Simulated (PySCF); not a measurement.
# A gas-phase reaction: FH3OSi → FH2Si + HO

Aim: the reaction energy of `O[SiH2]F` → `F[SiH2]` + `[OH]`.

Computed with PySCF 2.14.0; each step states its level. No surroundings beyond the atoms listed, unless a continuum is named. Atoms count from 0, parts from 1.

## Step 1: The system as given

Each species was relaxed by itself at PBE0-D3(BJ)/def2-SVPD.

## Step 2: Energies of the species: wB97M-D3(BJ)/def2-TZVPD

Job settings and geometry (Å):

```
{"job": {"kind": "react", "xc": "wB97M-D3(BJ)", "basis": "def2-TZVPD"}, "charge": 0, "multiplicity": 1}
-1 FH3OSi charge 0 multiplicity 1
O     -0.146790    -1.066420    -0.696860
Si     0.210110     0.216180     0.288080
F     -1.060400     0.566070     1.257160
H     -0.767700    -0.945900    -1.419000
H      0.467900     1.454240    -0.491580
H      1.330460    -0.221160     1.148530

+1 FH2Si charge 0 multiplicity 2
F      0.992010    -0.041520     1.137990
Si    -0.148890    -0.373360    -0.000830
H      0.491320    -0.173880    -1.337730
H     -1.285000     0.573220     0.223500

+1 HO charge 0 multiplicity 2
O      0.485850     0.006180     0.010040
H     -0.488430    -0.005890    -0.010180
```

Method: wB97M-D3(BJ)/def2-TZVPD reaction energy of separated species, gas phase.

On the command line:

```console
$ OMP_NUM_THREADS=1 python cluster_run.py task.json out
```

One launch serves the whole session: the jobs run in the order shown.

**Question.** The jobs that follow are: PBE0-D3(BJ)/def2-TZVPD reaction energy of separated species, gas phase. Predict: reaction energy (wB97M-D3(BJ)/def2-TZVPD); ΔH, ΔG at 298 K (xTB thermal terms). Thermal terms come from harmonic xTB runs on each species.

As calculated:

| quantity | value |
| --- | --- |
| reaction energy (wB97M-D3(BJ)/def2-TZVPD) | 135.3 kcal/mol |
| ΔH, ΔG at 298 K (xTB thermal terms) | +132.2, +121.6 kcal/mol |
| range of the reaction energy over the runs of this table | 130.3 to 135.3 kcal/mol |

What this shows: The reaction is endothermic by 132.2 kcal/mol in the gas phase; dispersion gives +0.96, and xTB itself gave 169.0 for the electronic energy (xTB energies and thermal terms come from the earlier relaxation of each species, not shown). No barrier was sought. xTB and this level differ widely in the electronic energy, so what comes from xTB (the thermal terms above all) is less safe here. The reaction energy runs from 130.3 (PBE0-D3(BJ)/def2-TZVPD) to 135.3 kcal/mol (wB97M-D3(BJ)/def2-TZVPD).
